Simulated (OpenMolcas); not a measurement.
# C2HFN+ (SMILES Fc1[cH+]n1): levels of theory compared

We compute a comparison of 5 runs (HF/def2-SVP, TPSSh/6-31G, PBE0/def2-SVP, B3LYP/6-31G*, PBE0/aug-cc-pVDZ) of C2HFN+. 

The results are computed with OpenMolcas 26.06.

5 further runs of the same task are left out: 1 that didn't finish, 4 set aside as unsound or not needed.

## (1) Starting point

C2HFN+ has 5 atoms, charge +1, and is taken as a singlet. As SMILES, `Fc1[cH+]n1`. The shape is that of a GFN2-xTB optimisation.

Bond lengths: F1–C2 1.237 Å, C2–C3 1.374 Å, C2–N4 1.339 Å, C3–N4 1.333 Å, C3–H5 1.083 Å. Angles: F1–C2–C3 154.3°, F1–C2–N4 146.9°, C3–C2–N4 58.8°, C2–C3–N4 59.3°, C2–N4–C3 61.9°, C2–C3–H5 155.9°, N4–C3–H5 144.8°.

## (2) Energy and gradient at HF/def2-SVP (run 1)

File mol.xyz:

```xyz
5

F      0.149560    -1.546570     1.034770
C     -0.050600    -0.614570     0.246480
C      0.095300     0.673310    -0.210680
N     -0.656780    -0.204000    -0.874210
H      0.462520     1.691830    -0.196360
```

File test.input:

```
* C2HFN Hartree-Fock
&GATEWAY
BasLib=$CurrDir
Coord=mol.xyz
Basis=def2-SVP
Group=NoSym
&SEWARD
&SCF
Charge=1
Thresholds=1e-10 1e-07 1e-07 1e-05
PrOrbitals=1 2
&ALASKA
```

The basis set def2-SVP is read from a file made from the Basis Set Exchange's data (not shown).

The run is started by

```console
$ export MOLCAS_MEM=1860
$ pymolcas test.input > test.log
```

What it wrote:

```text
--- Start Module: gateway ---
[...]
--- Stop Module: gateway /rc=_RC_ALL_IS_WELL_ ---
[...]
      Basis functions           61
[...]
--- Start Module: scf ---
[...]
       Convergence after  18 Iterations
[...]
::    Total SCF energy                               -229.6072579082
[...]
      Total spin, S                                     0.0000000000
[...]
      Total electronic charge=   28.000000
      Total            charge=    1.000000
[...]
      Dipole Moment (debye):
      Origin of the operator (angstrom)=   -0.0923   -0.5142    0.1319
                   X=  1.2317E+00               Y=  3.7710E+00               Z= -1.3868E-01           Total=  3.9695E+00
      Center of Charge (angstrom)
[...]
--- Stop Module: scf /rc=_RC_ALL_IS_WELL_ ---
[...]
--- Start Module: alaska ---
[...]
 *              Molecular gradients               *
 **************************************************
  Irreducible representation: a
 ------------------------------------------------------------------------------------------
                              X                       Y                       Z
 ------------------------------------------------------------------------------------------
  F1                8.67305748401526E-03   -9.51435944658385E-03    1.79939209320423E-02
  C2                5.24783471719803E-03   -5.41763871722523E-02    3.61358067463891E-02
  C3                1.37172220595847E-02    6.29547090617812E-02   -1.24514283021524E-02
  N4               -2.97754859935324E-02    4.79837008944473E-03   -4.69842445980131E-02
  H5                2.13737173266892E-03   -4.06233253246668E-03    5.30594522171256E-03
 ------------------------------------------------------------------------------------------
--- Stop Module: alaska /rc=_RC_ALL_IS_WELL_ ---
[...]
```

It took 3.9 s on 1 thread of Arm Neoverse V1, shared host; peak memory 0.4 GiB.

## (3) Energy and forces at TPSSh/6-31G (run 2)

File calc.input:

```
* C2HFN Kohn-Sham DFT

&GATEWAY
  BasLib=$CurrDir
  Coord
  5
  bohr
  F      0.28262744    -2.92259373     1.95543190
  C     -0.09562014    -1.16136898     0.46577970
  C      0.18009090     1.27237150    -0.39812750
  N     -1.24113432    -0.38550413    -1.65201748
  H      0.87403613     3.19709535    -0.37106662
  Basis=6-31G
  Group=NoSym

&SEWARD
  GridInput
  Grid=UltraFine
  End of Grid

&SCF
  Charge=1
  KSDFT=HYB_MGGA_XC_TPSSH
  Thresholds=1e-10 1e-07 1e-07 1e-05
  PrOrbitals=1 1

&ALASKA
```

The basis set 6-31G is read from a file made from the Basis Set Exchange's data (not shown).

The run is started by

```console
$ export MOLCAS_MEM=1860
$ pymolcas calc.input > calc.log
```

What it wrote:

```text
--- Start Module: gateway ---
[...]
--- Stop Module: gateway /rc=_RC_ALL_IS_WELL_ ---
[...]
      Basis functions           38
[...]
--- Start Module: scf ---
[...]
       Convergence after  19 Iterations
[...]
::    Total KS-DFT energy                            -230.8602651691
[...]
      Total spin, S                                     0.0000000000
[...]
      Total electronic charge=   28.000000
      Total            charge=    1.000000
[...]
      Dipole Moment (debye):
      Origin of the operator (angstrom)=   -0.0923   -0.5142    0.1319
                   X=  1.1997E+00               Y=  3.4877E+00               Z= -3.7656E-02           Total=  3.6885E+00
      Center of Charge (angstrom)
[...]
--- Stop Module: scf /rc=_RC_ALL_IS_WELL_ ---
[...]
--- Start Module: alaska ---
[...]
 *              Molecular gradients               *
 **************************************************
  Irreducible representation: a
 ------------------------------------------------------------------------------------------
                              X                       Y                       Z
 ------------------------------------------------------------------------------------------
  F1               -6.46070264070087E-03    5.27308458107605E-02   -3.72985950833424E-02
  C2               -9.79453376362316E-03   -6.29604327034281E-02    1.83371390153796E-02
  C3               -2.68318019527727E-02   -1.25208914530663E-02   -3.34648867186529E-02
  N4                4.02989244921965E-02    2.31933233536152E-02    4.80448052116067E-02
  H5                2.78811386488464E-03   -4.42845007868620E-04    4.38153757500728E-03
 ------------------------------------------------------------------------------------------
--- Stop Module: alaska /rc=_RC_ALL_IS_WELL_ ---
[...]
```

Run time: 15 s. Hardware: 1 thread of Arm Neoverse V1, shared host; peak memory 0.37 GiB.

## (4) Energy and forces at PBE0/def2-SVP (run 3)

File coord.xyz:

```xyz
5

F      0.149560    -1.546570     1.034770
C     -0.050600    -0.614570     0.246480
C      0.095300     0.673310    -0.210680
N     -0.656780    -0.204000    -0.874210
H      0.462520     1.691830    -0.196360
```

File run.inp:

```
&GATEWAY
BasLib=$CurrDir
Coord=coord.xyz
Basis=def2-SVP
Group=NoSym
&SEWARD
GridInput
Grid=UltraFine
End of Grid
&SCF
Charge=1
KSDFT=PBE0
Thresholds=1e-10 1e-07 1e-07 1e-05
PrOrbitals=1 1
&ALASKA
```

The basis set def2-SVP is read from a file made from the Basis Set Exchange's data (not shown).

The run is started by

```console
$ export MOLCAS_MEM=1860
$ pymolcas run.inp > run.log
```

What it wrote:

```text
--- Start Module: gateway ---
[...]
--- Stop Module: gateway /rc=_RC_ALL_IS_WELL_ ---
[...]
      Basis functions           61
[...]
--- Start Module: scf ---
[...]
       Convergence after  18 Iterations
[...]
::    Total KS-DFT energy                            -230.5378956028
[...]
      Total spin, S                                     0.0000000000
[...]
      Total electronic charge=   28.000000
      Total            charge=    1.000000
[...]
      Dipole Moment (debye):
      Origin of the operator (angstrom)=   -0.0923   -0.5142    0.1319
                   X=  1.1575E+00               Y=  3.3165E+00               Z= -1.0886E-02           Total=  3.5127E+00
      Center of Charge (angstrom)
[...]
--- Stop Module: scf /rc=_RC_ALL_IS_WELL_ ---
[...]
--- Start Module: alaska ---
[...]
 *              Molecular gradients               *
 **************************************************
  Irreducible representation: a
 ------------------------------------------------------------------------------------------
                              X                       Y                       Z
 ------------------------------------------------------------------------------------------
  F1                5.61139598163996E-03    3.03146749505601E-03    6.82988099838511E-03
  C2               -5.02504798721382E-03   -3.95218721105030E-02    1.31280730094359E-02
  C3                1.69720611820523E-04    3.82305556037714E-02   -1.97354238427089E-02
  N4                1.01233267919554E-04    1.09342405652724E-02   -5.57361033568426E-03
  H5               -8.57301874180205E-04   -1.26743915535936E-02    5.35108017049497E-03
 ------------------------------------------------------------------------------------------
--- Stop Module: alaska /rc=_RC_ALL_IS_WELL_ ---
[...]
```

Wall time 16 s (1 thread of Arm Neoverse V1, shared host); peak memory 0.4 GiB.

Run 4 isn't shown in full; the table further down has it.

## (5) Energy and gradient at PBE0/aug-cc-pVDZ (run 5)

File geom.xyz:

```xyz
5

F      0.149560    -1.546570     1.034770
C     -0.050600    -0.614570     0.246480
C      0.095300     0.673310    -0.210680
N     -0.656780    -0.204000    -0.874210
H      0.462520     1.691830    -0.196360
```

File run.inp:

```
* C2HFN Kohn-Sham DFT
&gateway
baslib
$CurrDir
coord
geom.xyz
basis
aug-cc-pVDZ
group
NoSym
&seward
gridinput
Grid=UltraFine
End of Grid
&scf
charge
1
ksdft
PBE0
thresholds
1e-10 1e-07 1e-07 1e-05
prorbitals
1 2
&alaska
```

The basis set aug-cc-pVDZ is read from a file made from the Basis Set Exchange's data (not shown).

The run is started by

```console
$ export MOLCAS_MEM=1860
$ pymolcas run.inp > run.log
```

What it wrote:

```text
--- Start Module: gateway ---
[...]
--- Stop Module: gateway /rc=_RC_ALL_IS_WELL_ ---
[...]
      Basis functions          101
[...]
--- Start Module: scf ---
[...]
       Convergence after  17 Iterations
[...]
::    Total KS-DFT energy                            -230.7422000223
[...]
      Total spin, S                                     0.0000000000
[...]
      Total electronic charge=   28.000000
      Total            charge=    1.000000
[...]
      Dipole Moment (debye):
      Origin of the operator (angstrom)=   -0.0923   -0.5142    0.1319
                   X=  1.1157E+00               Y=  3.3340E+00               Z= -8.2491E-02           Total=  3.5167E+00
      Center of Charge (angstrom)
[...]
--- Stop Module: scf /rc=_RC_ALL_IS_WELL_ ---
[...]
--- Start Module: alaska ---
[...]
 *              Molecular gradients               *
 **************************************************
  Irreducible representation: a
 ------------------------------------------------------------------------------------------
                              X                       Y                       Z
 ------------------------------------------------------------------------------------------
  F1                3.78047143898019E-03    1.15846252689860E-02   -3.94125820001534E-04
  C2               -7.15108700637723E-03   -4.28998592796086E-02    1.17275189827324E-02
  C3               -6.39439181482970E-03    2.56242037318728E-02   -2.29310397497100E-02
  N4                9.61076454549037E-03    1.46828440711957E-02    6.66673785940297E-03
  H5                1.54242836710061E-04   -8.99181379245961E-03    4.93090872758306E-03
 ------------------------------------------------------------------------------------------
--- Stop Module: alaska /rc=_RC_ALL_IS_WELL_ ---
[...]
```

It took 40 s on 1 thread of Arm Neoverse V1, shared host; peak memory 0.57 GiB.

## (6) Overview of the runs

```
run                               level  integration grid  Cartesian functions  energy (Eh)  HOMO energy (eV)  LUMO energy (eV)  HOMO–LUMO gap (eV)  wall time
  1                         HF/def2-SVP                 –                   no  -229.607258            -20.95             -4.94               16.02      3.9 s
  2                         TPSSh/6-31G         UltraFine                   no  -230.860265            -15.86            -10.50                5.36       15 s
  3                       PBE0/def2-SVP         UltraFine                   no  -230.537896            -16.80             -9.67                7.12       16 s
  4  B3LYP/6-31G* (Cartesian functions)         UltraFine                  yes  -230.955679            -16.37             -9.75                6.63       17 s
  5                    PBE0/aug-cc-pVDZ         UltraFine                   no  -230.742200            -16.72             -9.59                7.14       40 s
```

## (7) Outcome

```
                       quantity          value
            run 5: total energy  -230.74220 Eh
             run 5: HOMO energy      -16.72 eV
             run 5: LUMO energy       -9.59 eV
           run 5: HOMO–LUMO gap        7.14 eV
run 5: largest force on an atom     2.316 eV/Å
```

**Reading.** The HOMO–LUMO gap runs from 5.36 eV (TPSSh/6-31G) to 16.02 eV (HF/def2-SVP). The two ends differ in method and basis. Totals of different functionals can't be ranked against each other. All runs together took 92 s, the longest 40 s.
